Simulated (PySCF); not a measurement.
# Bond curve of OH

Set-up: basis H def2-TZVP, O def2-TZVP; no relativity; PySCF 2.14. Energies in eV from H + O in their ground configurations at the same level. State: ²Π (doublet), unpaired electrons π ↑.

All columns are PBE0. A positive dipole means H(−)O(+).

```
R (Å)  E (eV)  μ (D)  Mulliken charge on H (basis-dependent)  HOMO (eV)  LUMO (eV)  Mayer bond order  ⟨S²⟩
0.838  -3.893  -1.69                                    0.27      -9.30      -4.30              0.95  0.75
0.877  -4.228  -1.72                                    0.29      -9.23      -4.24              0.93  0.75
0.916  -4.422  -1.74                                    0.31      -9.17      -4.18              0.92  0.75
0.945  -4.494  -1.75                                    0.32      -9.13      -4.14              0.91  0.75
0.974  -4.515  -1.77                                    0.32      -9.09      -4.10              0.91  0.75
1.003  -4.494  -1.78                                    0.32      -9.05      -4.07              0.90  0.75
1.042  -4.414  -1.80                                    0.32      -9.01      -4.02              0.90  0.75
1.091  -4.251  -1.82                                    0.32      -8.95      -3.97              0.90  0.75
1.149  -3.990  -1.84                                    0.32      -8.90      -3.91              0.90  0.75
1.227  -3.574  -1.87                                    0.31      -8.84      -3.84              0.90  0.76
```

A fit through these points gives, at Re = 0.973 Å, μ = -1.77 D and dμ/dR = -0.493 D/Å; the reduced mass is 0.9481 u.

How strong is the fundamental in the double-harmonic approximation, I = 42.26·(dμ/dR)²/μred km/mol?

I = 42.26·(-0.493)²/0.9481 = 10.8 km/mol at PBE0.

The state is the lowest determinant that a PBE0 search found; another state may lie lower at other levels.
